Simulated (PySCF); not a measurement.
Structure with atom numbers: `[CH3:1][C:2]([NH2:3])=[O:4]` (H(Xn): hydrogen on atom n). Ha(N3) is cis to the C=O or C=S heteroatom; Hb(N3) is trans to the C=O or C=S heteroatom.

[PySCF: structure optimised with PBE0-D3(BJ)/def2-TZVP; shieldings: GIAO B97-2/pcSseg-2; one computed conformer; averaged over atoms made equivalent by symmetry, fast rotation or ring inversion; non-relativistic Hamiltonian; no solvent]

**Question.** List the cross peaks expected in HSQC, COSY and HMBC spectra.

**Answer.** 

HSQC (one-bond C–H):
```
          δH         δC
1.87 (H(C1))  23.0 (C1)
```

COSY cross peaks (H two or three bonds apart, from the bond graph; peaks can be absent where the dihedral angle is near 90°):
```
           δH             δH
4.83 (Hb(N3))  4.56 (Ha(N3))
```

HMBC (two and three bonds, from the bond graph):
```
           δH                     δC
4.83 (Hb(N3))  173.7 (C2), 23.0 (C1)
4.56 (Ha(N3))  173.7 (C2), 23.0 (C1)
 1.87 (H(C1))             173.7 (C2)
```

Shifts are taken against calculated references (same method and geometry level): $^{1}$H (σ = 31.64 ppm), $^{13}$C (σ = 185.38 ppm) vs TMS.

OH and NH positions are those of a molecule without intermolecular hydrogen bonds; in solution they move with solvent, concentration and temperature, and exchange usually removes their couplings. Rotation about the amide-type C–N bond is slow at room temperature, so the two groups on nitrogen are listed apart. Shifts are as computed. Against solution values, carbons near 30 ppm lie about +3 ppm off and those near 130 ppm about +7 ppm. Of 1211 compounds with measured shifts, 218 miss one by over three times the rms of a fit or turn the order of signals round; such compounds aren't used in these exercises. Hydrogen bonding in solution deshields acid and N–H amide carbonyl carbons by as much as 10 ppm beyond these values.
